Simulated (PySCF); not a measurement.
Homolysis of single bonds, series B SH-H. All species are isolated molecules in the gas phase. One relaxed conformer stands for each flexible species; it need not be the lowest. Strings in code marks are SMILES.

The highest occupied spin orbital from two functionals at the same geometries (PBE0-D4/def2-TZVP), both in PySCF: PBE-D3(BJ)/def2-TZVP and PBE0-D4/def2-TZVP. 

```
species                                                                     PBE0-D4/def2-TZVP (eV)
--------------------------------------------------------------------------  ----------------------
radical fragment (`[B](S)S` (H–S–B–S torsion 180°, S–B–S–H torsion -180°))                   -5.97
radical fragment (`[SH]`)                                                                    -7.41
radical fragment (`[BH]S` (H–B–S–H torsion 0°))                                              -6.11
radical fragment (`[BH2]`)                                                                   -6.16
```

Q: What does PBE-D3(BJ)/def2-TZVP give for each?

A: 
- radical fragment (`[B](S)S` (H–S–B–S torsion 180°, S–B–S–H torsion -180°)): -4.75
- radical fragment (`[SH]`): -6.12
- radical fragment (`[BH]S` (H–B–S–H torsion 0°)): -4.88
- radical fragment (`[BH2]`): -4.92
Over these rows, drawn at random from the members with no instability flagged (it was tested for open shells, ions and some series alone), PBE minus PBE0-D4: mean +1.24 eV, from +1.22 eV to +1.29 eV.
